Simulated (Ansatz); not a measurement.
# C2HSi (doublet): the correlation ladder at a displaced geometry (v1), cc-pVDZ

One table from this session's results is given with a row withheld; the runs are named, their logs left out.

Program: Ansatz 0.2.0, Gaussian basis. Level of theory: cc-pVDZ, core rule «outside noble gas», up to 7 orbitals frozen. These are calculated values, not measurements.

Plan: UHF; CCSD(T) on ROHF; CCSD(T) on UHF; BCCD(T) on ROHF; CISD as a restricted active space (open shells left free, so some higher excitations enter); CCSDT(Q) on ROHF; CCSDT(Q) on UHF; CASSCF and MRCISD+Q, 9 electrons in 9 orbitals; CASSCF and NEVPT2, 9 electrons in 9 orbitals.

23 further runs of the same task are left out: 8 that didn't finish, 15 set aside as unsound or not needed. Runs told in other sessions of the task aren't counted.

### The geometry

The geometry is a PBE0/def2-TZVP stationary point (not a proven minimum) with its atoms shifted at random (size 0.040 Å).

4 atoms, charge 0, spin multiplicity 2.

Atoms are counted from 1 here; the program's logs count them from 0.

Bond lengths: C1–C2 1.285 Å, C1–Si3 1.914 Å, C2–Si3 1.914 Å, C2–H4 1.071 Å. Angles: C2–C1–Si3 70.4°, C1–C2–Si3 70.4°, C1–C2–H4 148.0°, Si3–C2–H4 141.5°, C1–Si3–C2 39.2°.

Coordinates:

```xyz
4
charge 0, multiplicity 2
C    -0.02368   -0.83577    0.80025
C    -0.02451    0.42696    1.04031
Si    0.02345    0.13126   -0.85047
H    -0.07932    1.21392    1.76533
```

Set-up of the first run:

Contents of in.yaml:

```yaml
crystal:
  periodic: [false, false, false]
  atoms:
    - {symbol: C, position_ang: [-0.023677, -0.835773, 0.800246]}
    - {symbol: C, position_ang: [-0.024510, 0.426963, 1.040314]}
    - {symbol: Si, position_ang: [0.023454, 0.131261, -0.850466]}
    - {symbol: H, position_ang: [-0.079323, 1.213925, 1.765325]}
basis:
  gaussian: {orbitals: cc-pVDZ}
magnetization: {spin_polarized: true, initial_magnetization: 1}
hamiltonian: {xc: hf}
output: {orbitals: {seedname: orbitals}}
```

Command:

```console
ansatz run in.yaml --threads 1 --pin off --events-out ev --progress --plain --max-ram 2393MiB
```

Among the steps run: UHF; CCSD(T) on ROHF; CCSD(T) on UHF; BCCD(T) on ROHF; CISD as a restricted active space (open shells left free, so some higher excitations enter); CCSDT(Q) on ROHF; CCSDT(Q) on UHF; CASSCF and MRCISD+Q, 9 electrons in 9 orbitals; CASSCF and NEVPT2, 9 electrons in 9 orbitals.

One table of the session follows, with a row left open; its other results are not shown here.

| method | from UCCSDT(Q) (meV) |
| --- | --- |
| ROHF | +9886.5 |
| UHF | +9672.8 |
| RMP2 | +1182.4 |
| UMP2 | +1298.9 |
| CISD | +1563.0 |
| RCCSD | +546.0 |
| UCCSD | +534.7 |
| RCCSD(T) | ? |
| UCCSD(T) | +69.4 |
| BCCD(T) | +62.7 |
| RCCSDT | +44.7 |
| UCCSDT | +42.6 |
| RCCSDT(Q) | +2.2 |
| UCCSDT(Q) | 0 |
| CASSCF frontier | +7056.1 |
| NEVPT2 frontier | +1130.3 |
| MRCISD frontier | +746.0 |
| MRCISD+Q frontier | +117.7 |

**Question.** Estimate the row for RCCSD(T).

**Answer.** from UCCSDT(Q) (meV): +64.3. In the column «from UCCSDT(Q) (meV)» it lies between BCCD(T) (+62.7) and UCCSD(T) (+69.4).

Caveats from the session: Restricted and unrestricted rows rest on different reference determinants; a gap between their highest levels can come from leftover correlation error, from unlike frozen cores or from another state.
